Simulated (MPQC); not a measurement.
**BH2F (SMILES [H]B([H])F): a first try and a second**

Aim: a single-point energy of BH2F at HF/6-31+G* (Cartesian functions).

The results are computed with MPQC 2.3.1.

6 further runs of the same task are left out: 2 that didn't finish, 4 set aside as unsound or not needed.

## Step 1: The molecule

BH2F: 4 atoms, total charge 0, spin state singlet. As SMILES, `[H]B([H])F`. Geometry: relaxed at GFN2-xTB.

Bond lengths: B1–F4 1.306 Å, B1–H2 1.171 Å, B1–H3 1.171 Å. Angles: H2–B1–F4 117.3°, H3–B1–F4 117.3°, H2–B1–H3 125.4°.

## Step 2: Try one

Input file job.in:

```
% BFH2
molecule<Molecule>: (
   symmetry = c1
   unit = bohr
   { atoms geometry } = {
      B  [ 0.05667289   0.09297453   0.00113384 ]
      H  [ 2.26468558  -0.06419400   0.02953642 ]
      H  [ -1.09277193   1.98455258  -0.03675517 ]
      F  [ -1.22858654  -2.01331421   0.00610382 ]
   }
)
basis<GaussianBasisSet>: (
   name = "6-31+G*"
   molecule = $:molecule
   puream = no
)
mpqc: (
   checkpoint = no
   savestate = no
   restart = no
   do_energy = yes
   do_gradient = no
   optimize = no
   mole<CLHF>: (
      molecule = $:molecule
      basis = $:basis
      total_charge = 0
      memory = 1000000000
      print_evals = yes
      print_npa = yes
      maxiter = 5
      guess_wavefunction<CLHF>: (
         molecule = $:molecule
         total_charge = 0
         memory = 1000000000
         value_accuracy = 1e-3
         basis<GaussianBasisSet>: (
            name = "3-21G"
            molecule = $:molecule
         )
      )
   )
)
```

Run with:

```bash
mpqc job.in > job.out
```

The log of the run:

```text
MPQC: Massively Parallel Quantum Chemistry
                                   Version 2.3.1

  Using IntegralV3 by default for molecular integrals evaluation

      CLSCF::init: total charge = 0

      docc = [ 8 ]
      nbasis = 22

  CLSCF::init: total charge = 0

  docc = [ 8 ]
  nbasis = 42

  Molecular formula H2BF

  MPQC options:
    matrixkit     = <ReplSCMatrixKit>
    restart       = no
    checkpoint    = no
    savestate     = no
    do_energy     = yes
    do_gradient   = no
    optimize      = no
    write_pdb     = no
    print_mole    = yes
    print_timings = yes

  SCF::compute: energy accuracy = 1.0000000e-06

  nuclear repulsion energy =   27.5083481840

  integral intermediate storage = 156341 bytes
  integral cache = 999829211 bytes
  Projecting guess wavefunction into the present basis set

      SCF::compute: energy accuracy = 1.0000000e-03

      nuclear repulsion energy =   27.5083481840

      integral intermediate storage = 26547 bytes
      integral cache = 999969405 bytes
      Starting from core Hamiltonian guess

      Using symmetric orthogonalization.
      n(basis):            22
      Maximum orthogonalization residual = 3.34758
      Minimum orthogonalization residual = 0.0432414
      Beginning iterations.  Basis is 3-21G.
      iter     1 energy = -123.0390748505 delta = 2.34545e-01
      iter     2 energy = -124.1265682498 delta = 1.49332e-01
      iter     3 energy = -124.5749584060 delta = 8.79741e-02
      iter     4 energy = -124.6432585513 delta = 1.90690e-02
      iter     5 energy = -124.6446293033 delta = 4.02281e-03
      iter     6 energy = -124.6447616739 delta = 1.51790e-03

      HOMO is     8   A =  -0.486447
      LUMO is     9   A =   0.114475

      total scf energy = -124.6447616739

      Projecting the guess density.

        The number of electrons in the guess density = 16
        Using symmetric orthogonalization.
        n(basis):            42
        Maximum orthogonalization residual = 6.71859
        Minimum orthogonalization residual = 0.00293948
        The number of electrons in the projected density = 15.9852

  Beginning iterations.  Basis is 6-31+G*.
  iter     1 energy = -125.2496964993 delta = 1.31071e-01
  iter     2 energy = -125.3249149072 delta = 2.72959e-02
  iter     3 energy = -125.3270861903 delta = 4.10846e-03
  iter     4 energy = -125.3272069852 delta = 8.33152e-04
  iter     5 energy = -125.3272325166 delta = 2.37799e-04

  A
        1  -26.32356    2.00000
        2   -7.66311    2.00000
        3   -1.62814    2.00000
        4   -0.79913    2.00000
        5   -0.71188    2.00000
        6   -0.67891    2.00000
[... 34 lines of this table left out ...]
       41    3.81721    0.00000
       42    5.27534    0.00000

  HOMO is     8   A =  -0.492160
  LUMO is     9   A =   0.051506

  total scf energy = -125.3272325166
ERROR: SC EXCEPTION RAISED:
terminate called after throwing an instance of 'sc::ToleranceExceeded'
```

Run time: 0.18 s. Hardware: 1 thread of Arm Neoverse V1, shared host.

## Step 3: Diagnosis

The run stopped without converging.

The fault: the iteration cap is too low for convergence. To mend it: raise the iteration cap from 5.

## Step 4: The mended input

Input file run.in:

```
% emacs should use -*- KeyVal -*- mode
molecule<Molecule>: (
  symmetry = c1
  unit = bohr
  { atoms geometry } = {
    B  [ 0.05667289   0.09297453   0.00113384 ]
    H  [ 2.26468558  -0.06419400   0.02953642 ]
    H  [ -1.09277193   1.98455258  -0.03675517 ]
    F  [ -1.22858654  -2.01331421   0.00610382 ]
  }
)
basis<GaussianBasisSet>: (
  name = "6-31+G*"
  molecule = $:molecule
  puream = no
)
mpqc: (
  checkpoint = no
  savestate = no
  restart = no
  do_energy = yes
  do_gradient = no
  optimize = no
  mole<CLHF>: (
    molecule = $:molecule
    basis = $:basis
    total_charge = 0
    memory = 1000000000
    print_evals = yes
    print_npa = yes
    maxiter = 100
    guess_wavefunction<CLHF>: (
      molecule = $:molecule
      total_charge = 0
      memory = 1000000000
      value_accuracy = 1e-3
      basis<GaussianBasisSet>: (
        name = "3-21G"
        molecule = $:molecule
      )
    )
  )
)
```

Run with:

```bash
mpqc run.in > run.out
```

The log of the run:

```text
MPQC: Massively Parallel Quantum Chemistry
[...]
  LUMO is     9   A =   0.051481
  total scf energy = -125.3272341349
Value of the MolecularEnergy: -125.3272341349
[...]
      symmetry = c1
[...]
```

It took 0.22 s on 1 thread of Arm Neoverse V1, shared host.

## Step 5: Summary of results

Level: HF/6-31+G* (Cartesian functions).

```
     quantity          value
 total energy  -125.32723 Eh
  HOMO energy      -13.39 eV
  LUMO energy        1.40 eV
HOMO–LUMO gap       14.80 eV
```
